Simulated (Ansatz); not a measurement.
`NP(O)S`, relaxed with RKS PBE0-D4/def2-TZVP in Ansatz 0.2.0 from a PBE-D4/def2-SVP geometry. The force threshold is 0.005 eV/Å; the program also tests the step.

Total charge 0; spin multiplicity 1.

Start:

```xyz
8

N    -0.711    1.285   -0.078
P     0.651    0.268   -0.186
O     0.123   -1.141   -0.974
S     0.429   -0.398    1.864
H    -1.604    0.888    0.239
H    -0.831    1.941   -0.855
H     0.769   -1.319   -1.686
H     1.175   -1.523    1.676
```

Q: By how much does the energy fall, and how many steps does the optimiser take? (Best estimate.)

A: Ansatz gave: 1.72 kcal/mol, in 13 steps, 2 of them rejected.

Q: Which bonds change most? (An estimate is asked.)

A: Computed: P2–O3 from 1.699 to 1.654 Å; P2–S4 from 2.166 to 2.126 Å; N1–P2 from 1.704 to 1.673 Å; S4–H8 from 1.363 to 1.343 Å.

Q: Give the relaxed structure. (An estimate is asked.)

A: Ansatz gave: 
```xyz
8

N    -0.708    1.247   -0.095
P     0.631    0.247   -0.168
O     0.119   -1.113   -0.958
S     0.396   -0.425    1.834
H    -1.602    0.875    0.197
H    -0.784    1.946   -0.817
H     0.722   -1.306   -1.682
H     1.226   -1.471    1.690
```
